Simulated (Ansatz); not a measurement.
# C₃H₅+ (SMILES C=[C+]C): single points off equilibrium

How do the functionals fare away from a minimum? The structure is a structure displaced at random from a GFN2-xTB minimum.

Method: single points in def2-TZVPP; program: Ansatz 0.2.0, Gaussian basis.

Cores are frozen in the correlated methods.

## 1. The starting structure

SMILES `C=[C+]C`, 8 atoms, charge 1, spin multiplicity 1.

Atoms are counted from 1 here; the program's logs count them from 0.

Bond lengths: C1–C2 1.315 Å, C1–H4 1.052 Å, C1–H5 1.041 Å, C2–C3 1.386 Å, C3–H6 1.109 Å, C3–H7 1.079 Å, C3–H8 1.117 Å. Angles: C2–C1–H4 119.2°, C2–C1–H5 124.5°, H4–C1–H5 116.2°, C1–C2–C3 177.3°, C2–C3–H6 112.0°, C2–C3–H7 113.9°, C2–C3–H8 105.6°, H6–C3–H7 111.3°, H6–C3–H8 104.4°, H7–C3–H8 108.9°.

Coordinates:

```xyz
8
charge 1, multiplicity 1
C    -0.9639    0.7193   -0.9360
C    -0.1362    0.1033   -0.1200
C     0.7825   -0.5424    0.6928
H    -1.9395    0.3441   -1.0572
H    -0.7128    1.5437   -1.5196
H     1.2816    0.1571    1.3942
H     1.5032   -1.1367    0.1530
H     0.1802   -1.2142    1.3512
```

## 2. CCSD(T)/def2-TZVPP

run/in.yaml

```yaml
crystal:
  periodic: [false, false, false]
  atoms:
    - {symbol: C, position_ang: [-0.963900, 0.719300, -0.936000]}
    - {symbol: C, position_ang: [-0.136200, 0.103300, -0.120000]}
    - {symbol: C, position_ang: [0.782500, -0.542400, 0.692800]}
    - {symbol: H, position_ang: [-1.939500, 0.344100, -1.057200]}
    - {symbol: H, position_ang: [-0.712800, 1.543700, -1.519600]}
    - {symbol: H, position_ang: [1.281600, 0.157100, 1.394200]}
    - {symbol: H, position_ang: [1.503200, -1.136700, 0.153000]}
    - {symbol: H, position_ang: [0.180200, -1.214200, 1.351200]}
basis:
  gaussian: {orbitals: def2-TZVPP}
total_charge: 1
correlation: {method: ccsd_t}
output: {forces: true}
```

The command line of these runs was not kept.

## 3. PBE0-D4/def2-TZVPP

Edit run/in.yaml of step 2 so:

```diff
@@ -14,3 +14,3 @@
 total_charge: 1
-correlation: {method: ccsd_t}
-output: {forces: true}
+hamiltonian: {xc: pbe0, dispersion: d4}
+output: {forces: true, orbitals: {seedname: orbitals}}
```

## 4. wB97M-V/def2-TZVPP

Edit run/in.yaml of step 3 so:

```diff
@@ -14,3 +14,3 @@
 total_charge: 1
-hamiltonian: {xc: pbe0, dispersion: d4}
-output: {forces: true, orbitals: {seedname: orbitals}}
+hamiltonian: {xc: {name: wB97M-V}}
+output: {forces: true}
```

## 5. r2SCAN-D4/def2-TZVPP

Edit run/in.yaml of step 4 so:

```diff
@@ -14,3 +14,3 @@
 total_charge: 1
-hamiltonian: {xc: {name: wB97M-V}}
+hamiltonian: {xc: r2scan, dispersion: d4}
 output: {forces: true}
```

## 6. PBE-D4/def2-TZVPP

Edit run/in.yaml of step 5 so:

```diff
@@ -14,3 +14,3 @@
 total_charge: 1
-hamiltonian: {xc: r2scan, dispersion: d4}
+hamiltonian: {xc: pbe, dispersion: d4}
 output: {forces: true}
```

## 7. revPBE-D4/def2-TZVPP

Edit run/in.yaml of step 6 so:

```diff
@@ -14,3 +14,3 @@
 total_charge: 1
-hamiltonian: {xc: pbe, dispersion: d4}
+hamiltonian: {xc: {name: revPBE}, dispersion: d4}
 output: {forces: true}
```

## 8. BLYP-D4/def2-TZVPP

Edit run/in.yaml of step 7 so:

```diff
@@ -14,3 +14,3 @@
 total_charge: 1
-hamiltonian: {xc: {name: revPBE}, dispersion: d4}
+hamiltonian: {xc: {name: BLYP}, dispersion: d4}
 output: {forces: true}
```

(Steps that only read results are left out.)

Q: Predict the outcome of this session. Wanted: energy less free atoms, CCSD(T)/def2-TZVPP; RMS force component; RMS force error; HOMO and LUMO, PBE0-D4; T1 diagnostic.

The runs gave:

```
                                  quantity                                                                                             value
energy less free atoms, CCSD(T)/def2-TZVPP                                                                                        -23.813 eV
                       RMS force component                                                              1.243 to 1.403 eV/Å over the methods
                           RMS force error  PBE0-D4 0.284, wB97M-V 0.233, r2SCAN-D4 0.284, PBE-D4 0.329, revPBE-D4 0.274, BLYP-D4 0.250 eV/Å
                    HOMO and LUMO, PBE0-D4                                                                               -14.87 and -9.56 eV
                             T1 diagnostic                                                                                             0.020
```

In words: Against CCSD(T) the functionals' energies less atoms differ by -1.811 to -1.008 eV, PBE-D4 by -1.811 eV. A larger basis would deepen the CCSD(T) value, while the functionals are nearly converged already, so the order here is not reliable. On forces the order runs from wB97M-V to PBE-D4. Frozen-core CCSD(T) forces in triple zeta carry basis errors of their own, and this is one geometry, so small gaps rank nothing.
